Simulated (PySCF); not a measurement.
Working out the electron affinity of C

C⁻ [He] 2s2 2p3 (4S) → C [He] 2s2 2p2 (3P). Computed with PySCF 2.14 in dyall-acv3z, with the non-relativistic Hamiltonian (point nucleus). Frozen: 1s2; the 19 highest virtual orbitals dropped. Energies in hartree (1 hartree = 27.21139 eV):

```
            part  C⁻ (lower)   C (upper)
             UHF  -37.710259  -37.693639
CCSD correlation   -0.114997   -0.089422
             (T)   -0.004927   -0.002239
```

Q: What does Hartree-Fock give?

A: (-37.693639) − (-37.710259) = 0.016620 hartree = 0.452 eV.

Q: What do CCSD and CCSD(T) give?

A: The CCSD correlation energies differ by 0.025575 hartree = 0.696 eV and the triples by 0.002688 hartree = 0.073 eV, so CCSD gives 1.148 eV and CCSD(T) 1.221 eV.

A first-order spin-orbit estimate adds -0.004 eV to CCSD(T) (valence), giving 1.217 eV against 1.262 eV (measured; photodetachment measurements, as compiled on the Wikipedia data page of electron affinities).

What remains against the reference includes basis incompleteness, the frozen core and higher excitations.
